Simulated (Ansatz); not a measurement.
A displaced shape of singlet CS:

| atom | x (Å) | y (Å) | z (Å) |
| --- | --- | --- | --- |
| C | -0.0126 | 0.0195 | -1.1607 |
| S | -0.0179 | 0.0360 | 0.4485 |

It was optimised with HF/def2-SVP in Ansatz (development build ahead of 0.2.0) to forces under 0.001 eV/Å, with restricted orbitals. Each step stands on the lowest determinant of that kind that the program's search found.

Problem. What shape does it relax to, and how does the optimisation go?

Solution.

```yaml
atoms:
  - { symbol: C, position_ang: [-0.0128, 0.0200, -1.1129] }
  - { symbol: S, position_ang: [-0.0178, 0.0355, 0.4006] }
```

Bond lengths: C1–S2 1.514 Å.

```tsv
step	E − E(start) (eV)	largest force (eV/Å)
1	0.0000	5.0825
2	-0.2258	2.1750
3	-0.2636	0.4428
4	-0.2650	0.0146
5	-0.2650	0.0001
```

The optimisation ended after 5 steps with its threshold met.
